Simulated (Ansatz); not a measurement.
# CH₅ (doublet): from Hartree-Fock to the top rungs at distance C1–H5 along a hydrogen transfer = 1.459 Å, cc-pVTZ

Aim: climb from Hartree-Fock through coupled cluster and multireference methods for CH₅ (doublet) at one geometry and basis, and see what each rung misses.

Computed with Ansatz 0.2.0, Gaussian basis. Level: cc-pVTZ, core rule «outside noble gas», up to 1 orbitals frozen.

To be run: UHF; CCSD(T) on ROHF; CCSD(T) on UHF; BCCD(T) on ROHF; CCSDT(Q) on ROHF; CCSDT(Q) on UHF; CASSCF and NEVPT2, 3 electrons in 3 orbitals; CASSCF and NEVPT2, 9 electrons in 9 orbitals.

## Step 1: What is computed

The geometry derives from fragments relaxed apart (PBE0/def2-TZVP) and kept rigid, so it is no stationary point. A hydrogen atom is moved between rigid fragments.

6 atoms, charge 0, spin multiplicity 2.

Atoms are counted from 1 here; the program's logs count them from 0.

Bond lengths: C1–H2 1.090 Å, C1–H3 1.090 Å, C1–H4 1.090 Å. Angles: H2–C1–H3 109.5°, H2–C1–H4 109.5°, H3–C1–H4 109.5°.

## Step 2: UHF

Input file in.yaml:

```yaml
crystal:
  periodic: [false, false, false]
  atoms:
    - {symbol: C, position_ang: [-0.160875, 0.000000, 0.000000]}
    - {symbol: H, position_ang: [-0.524081, 1.027301, 0.000000]}
    - {symbol: H, position_ang: [-0.524081, -0.513650, 0.889668]}
    - {symbol: H, position_ang: [-0.524081, -0.513650, -0.889669]}
    - {symbol: H, position_ang: [1.298125, 0.000000, 0.000000]}
    - {symbol: H, position_ang: [2.191125, 0.000000, 0.000000]}
basis:
  gaussian: {orbitals: cc-pVTZ}
magnetization: {spin_polarized: true, initial_magnetization: 1}
hamiltonian: {xc: hf}
output: {orbitals: {seedname: orbitals}}
```

Run with:

```sh
$ ansatz run in.yaml --threads 1 --pin off --events-out ev --progress --plain --max-ram 4096MiB --backend cpu
```

Further steps of the session: CCSD(T) on ROHF; CCSD(T) on UHF; BCCD(T) on ROHF; CCSDT(Q) on ROHF; CCSDT(Q) on UHF; CASSCF and NEVPT2, 3 electrons in 3 orbitals; CASSCF and NEVPT2, 9 electrons in 9 orbitals.

Before running them: what should the planned runs give, taken together? Wanted: UCCSDT(Q) below the RHF energy; RMP2 from UCCSDT(Q); UMP2 from UCCSDT(Q); RCCSD from UCCSDT(Q); RCCSD(T) from UCCSDT(Q); UCCSD(T) from UCCSDT(Q); RCCSDT(Q) from UCCSDT(Q); NEVPT2 pair from UCCSDT(Q); NEVPT2 valence from UCCSDT(Q).

**Answer**, as computed:

| quantity | value |
| --- | --- |
| UCCSDT(Q) below the RHF energy | -6.7697 eV |
| RMP2 from UCCSDT(Q) | +932.0 meV |
| UMP2 from UCCSDT(Q) | +966.0 meV |
| RCCSD from UCCSDT(Q) | +210.1 meV |
| RCCSD(T) from UCCSDT(Q) | +21.4 meV |
| UCCSD(T) from UCCSDT(Q) | +22.6 meV |
| RCCSDT(Q) from UCCSDT(Q) | +0.7 meV |
| NEVPT2 pair from UCCSDT(Q) | +873.3 meV |
| NEVPT2 valence from UCCSDT(Q) | +957.2 meV |
| levels within 1 kcal/mol (43 meV) | RCCSD(T), UCCSD(T), BCCD(T), RCCSDT, UCCSDT, RCCSDT(Q) |
| T1 diagnostic | 0.027 |
| effectively unpaired electrons | 1.02 |

**Reading.** RCCSD(T) lands +21.4 meV from the yardstick (0.3 % of the correlation energy). One determinant dominates. Of the multireference levels listed NEVPT2 pair comes nearest in total energy (+873.3 meV), which doesn't show that its space is the better one. These misses are within one basis, not against nature; the frozen cores of restricted and unrestricted runs differ, which can shift their rows.
